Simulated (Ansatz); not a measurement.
Input for Ansatz (development build ahead of 0.2.0):

```yaml
crystal:
  periodic: [false, false, false]
  atoms:
    - { symbol: C, position_ang: [0.0, 0.0, 0.0] }
    - { symbol: H, position_ang: [0.93, 0.0, -0.56] }
    - { symbol: H, position_ang: [-0.93, 0.0, -0.56] }
    - { symbol: O, position_ang: [0.0, 0.0, 2.42] }
basis:
  gaussian: { orbitals: def2-SVP }
magnetization:
  spin_polarized: true
hamiltonian:
  xc: pbe0
scf:
  omitted_lower_state_checks: [stability, starts, atomic_configurations, cluster_reference, orbital_swaps, given_window_search, neighbouring_geometries, increment]
output:
  forces: true
```

The input is written out in the form of the current development build from the run's settings.

The run gave:

```yaml
Converged: yes
Total_energy: -113.92116 hartree
Spin_squared_of_the_determinant: 0.000
```

Forces (eV/Å):
| atom | Fx | Fy | Fz |
| --- | --- | --- | --- |
| C1 | 0.000 | 0.000 | 4.500 |
| H2 | 0.558 | 0.000 | -0.182 |
| H3 | -0.558 | 0.000 | -0.182 |
| O4 | 0.000 | 0.000 | -4.136 |

This is not the lowest solution: another run reaches a determinant 2.46 eV lower.
